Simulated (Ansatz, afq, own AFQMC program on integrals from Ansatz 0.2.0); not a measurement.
Two steps: Ansatz 0.2.0 writes the Fock matrix and Cholesky factors of the valence space, and afq projects on them the lowest state that overlaps trial and start.

```yaml
crystal:
  periodic: [false, false, false]
  atoms:
    - {symbol: Br, position_ang: [0.000000, 0.000000, 0.000000]}
basis:
  gaussian: {orbitals: def2-TZVPP}
magnetization: {spin_polarized: true, initial_magnetization: 1}
correlation: {method: ccsd_t, electrons: outside_noble_gas, hamiltonian_folder: ham}
```

```sh
$ ansatz run in.yaml --threads 1 --pin off --events-out ev --progress --plain --max-ram 24576MiB --backend cuda --devices 0, --max-vram 18GiB
```

afq runs on the folder ham with

```
--method phaseless --trial cisd --walkers 4000 --populations 20 --least-time 60 --time-step 0.005 --steps-per-block 50 --equilibration-blocks 28 --max-blocks 4000 --target-error 0.0001 --factor-cut 1e-05 --start spin_pure --seed 7954 --release-times 0.24,0.5,1,1.5 --release-step 0.02 --release-every 3 --taylor-order 6
```

Times are imaginary, in 1/Eh. The walk had a cap of 122 s. With eight or more populations the least sampling time is a fifth of least-time, and the error comes from their spread. Filled inner d shells are frozen with the cores.

Log:

```
orbitals 34  electrons 4 3  factors 255 of 322
reference energy -2572.39810114 Eh
CCSD correlation -0.15368502 Eh in 8 cycles, weight of the determinant in the CISD state 0.9348
energy of the start -2572.551653 Eh
 block  time / (1/Eh)  mean weight  energy / Eh
     1     0.250  1.0002  -2572.551346
     2     0.500  1.0002  -2572.552721
     3     0.750  0.9999  -2572.554152
     4     1.000  0.9998  -2572.554892
     5     1.250  1.0001  -2572.555542
     8     2.000  1.0000  -2572.556478
    11     2.750  0.9999  -2572.556928
    14     3.500  1.0000  -2572.557026
    17     4.250  0.9998  -2572.557077
    20     5.000  0.9999  -2572.557228
    23     5.750  1.0002  -2572.557242
    26     6.500  0.9999  -2572.556686
    29     7.250  0.9999  -2572.556863
    32     8.000  1.0001  -2572.557037
    35     8.750  1.0001  -2572.556925
    38     9.500  0.9999  -2572.556426
    41    10.250  1.0000  -2572.556742
    44    11.000  1.0002  -2572.556809
    47    11.750  1.0000  -2572.556708
    50    12.500  0.9999  -2572.556838
    53    13.250  1.0000  -2572.556491
    56    14.000  1.0000  -2572.556561
    59    14.750  1.0003  -2572.556794
    62    15.500  0.9997  -2572.556759
    65    16.250  1.0000  -2572.556947
    68    17.000  0.9999  -2572.556900
    71    17.750  0.9999  -2572.552996
    74    18.500  0.9999  -2572.556584
    77    19.250  1.0000  -2572.556452
    78    19.500  1.0000  -2572.556607
error from the spread of 20 populations
released: time / (1/Eh)  energy / Eh  error  mean overlap
  0.24  -2572.556872  0.000061  0.9993
  0.50  -2572.556954  0.000060  0.9976
  1.00  -2572.556950  0.000038  0.9967
  1.50  -2572.557069  0.000048  0.9912
energy -2572.556653 +/- 0.000096 Eh
(rows thinned)
```

The run passed its tests (sampling time, drift between the halves within three errors, error under three times the target), which doesn't prove that it has relaxed.

Against this walk (error 2.6 meV) on the same determinant: CCSD(T) 8.1 meV higher, CCSDT(Q) 9.9 meV lower, CCSDTQ 10.1 meV lower. The error is statistical and leaves out the bias of the constraint. Released to 1.50 1/Eh the energy lies 11 ± 3 meV (both errors) below the phaseless value, which shows part or all of the bias of the constraint, and CCSDTQ lies 1.3 meV above the released value.

Cautions: constraint bias not in the error; no relativity below Rb; no spin-orbit coupling; inner d shell frozen.

The walk took 29 s on 1 × NVIDIA H100 80GB HBM3 with 2 threads of AMD EPYC 7R13 Processor (Zen 3), with other jobs on the host (the card was shared). The log's last line is the phaseless energy.

CCSDT and higher add their correlation energy to the determinant of the CCSD(T) run, since their own runs factorise the integrals more tightly (a shift of under 2 meV). A walk keeps the symmetry of its determinant, which the program's search chose and which needn't be the lowest solution, so a lower state of the same spin and another symmetry isn't excluded.
